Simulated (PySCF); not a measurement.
How methods differ on the ionisation energy of Ne

Ne [Ne] (1S) → Ne⁺ [He] 2s2 2p5 (2P), as a difference of total energies. Computed with PySCF 2.14 in def2-TZVPPD (6s4p3d1f, 40 functions), with the non-relativistic Hamiltonian (point nucleus). Correlated levels: valence: 1s2 frozen. The calculations carry no spin-orbit coupling.

```
           method  ionisation energy (eV)
              UHF                  19.677
    MP2 (valence)                  21.583
SCS-MP2 (valence)                  21.433
   CCSD (valence)                  21.317
CCSD(T) (valence)                  21.375
  CCSDT (valence)                  21.372
```

How much does correlation contribute at CCSD(T) (valence)?

21.375 − (19.677) = 1.698 eV, measured against UHF.

A first-order spin-orbit estimate (lowest level to lowest level, LS coupling) adds -0.033 eV.

Errors of the correlated levels include the incompleteness of this basis and the frozen core.

For comparison: 21.565 eV (measured; NIST Atomic Spectra Database, ionization energies).
